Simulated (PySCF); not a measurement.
**C: ionisation energy**

C [He] 2s2 2p2 (3P) → C⁺ [He] 2s2 2p1 (2P), as a difference of total energies. Computed with PySCF 2.14 in x2c-QZVPPall (7s4p3d2f1g, 57 functions), with scalar relativity by spin-free X2C-1e. Correlated levels: valence: 1s2 frozen. The calculations carry no spin-orbit coupling.

```tsv
method	ionisation energy (eV)
UHF	10.796
MP2 (valence)	11.274
SCS-MP2 (valence)	11.141
CCSD (valence)	11.170
CCSD(T) (valence)	11.200
```

Errors of the correlated levels include the incompleteness of this basis and the frozen core.

**Question.** Which method comes closest to the reference value, and which is furthest?

**Answer.** The reference is 11.262 eV (measured; NIST levels, between the centres of gravity of the two terms). Closest: MP2 (valence) (error 0.012 eV); furthest: UHF (error -0.466 eV).
